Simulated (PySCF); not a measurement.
C$_{2}$H$_{2}$F$_{2}$O$_{2}$: full NMR table

* Formula: C2H2F2O2
* SMILES: O=C(O)C(F)F
* InChI: InChI=1S/C2H2F2O2/c3-1(4)2(5)6/h1H,(H,5,6)
* Point group of the computed structure: C1
* Degrees of unsaturation: 1
* Carbon signals: 2
* Proton signals: 2

Numbering as in the mapped SMILES `[O:1]=[C:2]([OH:3])[CH:4]([F:5])[F:6]` (H(Xn): hydrogen on atom n).

[PySCF: structure optimised with PBE0-D3(BJ)/def2-SVP; NMR shieldings at PBE/pcSseg-2/GIAO; J couplings at B3LYP/pcJ-1; equivalent nuclei averaged; a single conformation; non-relativistic Hamiltonian; no solvent model]

Shifts are taken against calculated references (same method and geometry level): ¹H, ¹³C vs TMS; ¹⁹F against CFCl3; ¹⁷O vs H2O.

| carbon | δC, type | δH (multiplicity, J in Hz) | HMBC from (abs. J ≥ 3 Hz) | span of the C tensor (ppm) |
| --- | --- | --- | --- | --- |
| C2 | 170.9, C | – | H(C4) | 156 |
| C4 | 117.7, CH | 6.18 (t, 59.1) | – | 51 |

Other nuclei:
| atoms | nucleus | environment | δ (ppm) | σ (ppm) |
| --- | --- | --- | --- | --- |
| H(O3) | ¹H | hydrogen on an acid hydroxyl oxygen | 6.06 | 25.11 |
| F5/F6 | ¹⁹F | fluorine of a CF2 group | -158.8 | 301.7 |
| O1 | ¹⁷O | carbonyl oxygen | 425.6 | -97.8 |
| O3 | ¹⁷O | acid hydroxyl oxygen | 214.8 | 113.1 |

Selected couplings (Hz, signed; the shortest-range and largest first, 30 at most; isotopes ¹³C, ¹⁹F, ¹H): ¹J(C4,F5) -316.4, ¹J(C4,H(C4)) 186.0, ¹J(C2,C4) 81.7, ²J(F5,H(C4)) 59.1, ²J(C2,F5) 29.0.

Carbon types of the structure: 1 × C, 1 × CH, leaving 1 H on heteroatoms. δC 170.9: carboxylic acid carbon; it is a carbonyl in resonance with an O or N lone pair, the region of acids, esters and amides. δC 117.7: sp3 CH bonded to 2 F, α to a carbonyl; 2 electronegative neighbours deshield it. δH 6.18: hydrogen on an sp3 CH bonded to 2 F, α to a carbonyl; its carbon carries F, hence the downfield position. δH 6.06: hydrogen on an acid hydroxyl oxygen; labile proton, position sensitive to the medium.

Exchangeable OH/NH protons stand at their gas-phase positions; hydrogen bonding in a real sample shifts them, mostly to higher δ. Common functionals overestimate the size of one-bond C–F couplings by tens of Hz; these are unscaled. Multiplet labels drop couplings under 1 Hz and merge nearly equal ones. Shifts are as computed, not scaled to solution data. Of 1211 compounds with measured shifts, 218 miss one by over three times the rms of a fit or turn the order of signals round; such compounds aren't used in these exercises. In solution the two oxygens of a carboxylic acid exchange roles by proton transfer and give one 17O line. Hydrogen bonding in solution shields acid and N–H amide carbonyl oxygens by tens of ppm. The C=O carbon of an acid or of an amide with N–H lies up to 10 ppm further downfield in solution, through hydrogen bonding that the calculation lacks. Unscaled 19F shifts against computed CFCl3 carry errors that often reach 10 to 50 ppm. Unscaled 17O shifts of doubly bonded oxygen tend to come out too high, by tens of ppm or more. Experimental scales use liquid or dissolved standards, which lie at an offset from isolated H2O (liquid H2O: subtract about 36 ppm).
